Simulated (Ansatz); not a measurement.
Working through a geometry optimisation of C5H6S, SMILES C#CCC(C)=S

With Ansatz's Python interface.

`c5h6s.xyz`
```text
12

C     2.12600    1.41480    0.35570
C     1.50190    0.40480    0.17500
C     0.74230   -0.83500   -0.04640
C    -0.70690   -0.67450    0.36920
C    -1.59290    0.22180   -0.46360
S    -1.30930   -1.43130    1.74490
H     2.68190    2.30930    0.52120
H     1.21450   -1.66350    0.49340
H     0.76080   -1.09740   -1.11070
H    -2.65380    0.07880   -0.23840
H    -1.43380    0.00480   -1.52420
H    -1.33070    1.26730   -0.27600
```

Run as a notebook:

**Cell 1**
```python
import itertools

import ansatz as az
from ase.data import atomic_numbers, covalent_radii
import numpy as np
import pandas as pd
```

**Cell 2**
```python
system = az.Crystal.molecule_from_extxyz('c5h6s.xyz')
```

**Cell 3**
```python
model = system.calculation().basis(gaussian='def2-SVP').functional('b3lyp')
symbols = [site.symbol for site in system.cartesian_sites]
start = np.array([site.position_ang for site in system.cartesian_sites], dtype=float)
report = model.relax(force_tolerance=0.01).run().report
end = np.array(report['positions_ang'])
```

**Cell 4**
```python
print('reference energy %16.6f eV' % report['reference_energy_ev'])
print('total energy     %16.6f eV' % report['free_energy_ev'])
print('occupied orbitals outside the frozen core (up, down):', report['n_occupied'], ' frozen:', report['n_frozen'], ' virtual:', report['n_virtual'])
```
Output:
```text
reference energy    -16109.010653 eV
total energy        -16109.010653 eV
occupied orbitals outside the frozen core (up, down): [26, 26]  frozen: 0  virtual: [92, 92]
```

**Cell 5**
```python
radius = [covalent_radii[atomic_numbers[s]] for s in symbols]
span = lambda where, i, j: np.linalg.norm(where[i] - where[j])
bonded = [(i, j) for i, j in itertools.combinations(range(len(symbols)), 2) if min(span(start, i, j), span(end, i, j)) < 1.2 * (radius[i] + radius[j])]
print('pair        before    after (A)')
for i, j in bonded:
    print(f'{symbols[i]}{i}-{symbols[j]}{j}'.ljust(10), f'{span(start, i, j):8.4f} {span(end, i, j):8.4f}')
```
Output:
```text
pair        before    after (A)
C0-C1        1.2009   1.2114
C0-H6        1.0661   1.0738
C1-C2        1.4708   1.4640
C2-C3        1.5161   1.5292
C2-H7        1.0958   1.1005
C2-H8        1.0963   1.1086
C3-C4        1.5106   1.5014
C3-S5        1.6817   1.6311
C4-H9        1.0939   1.0966
C4-H10       1.0942   1.1048
C4-H11       1.0941   1.1039
```

**Cell 6**
```python
charges = report['charge_distribution']
table = pd.DataFrame({'atom': symbols, 'mulliken': charges['mulliken_charges_e'], 'lowdin': charges['lowdin_charges_e']})
print(table.round(3).to_string())
print('dipole (e A):', np.round(charges['dipole_moment_e_ang'], 4) + 0.0)
```
Output:
```text
   atom  mulliken  lowdin
0     C    -0.441  -0.051
1     C     0.258  -0.066
2     C     0.199   0.020
3     C    -0.237  -0.242
4     C     0.102   0.026
5     S    -0.105   0.181
6     H     0.012   0.025
7     H     0.040   0.020
8     H     0.058   0.042
9     H     0.030   0.002
10    H     0.031   0.020
11    H     0.054   0.024
dipole (e A): [ 0.1586  0.2762 -0.3101]
```

Reading the output:
- Total energies depend on the basis set; only differences at equal settings carry meaning.
- The end point is the stationary point reached from this start; no frequency run checks that it is a minimum, and the basis set is modest.
- The Löwdin charges here are taken after orthogonalising the functions within each atom; they differ from plain Löwdin charges, and their signs can be unphysical.
- b3lyp holds the VWN-RPA fit, as in Gaussian; the form of ORCA and Turbomole is b3lyp5.
- The whole script took 2.1 min on 1 thread of Arm Neoverse V1, with other jobs on the host, peak memory 0.39 GiB.
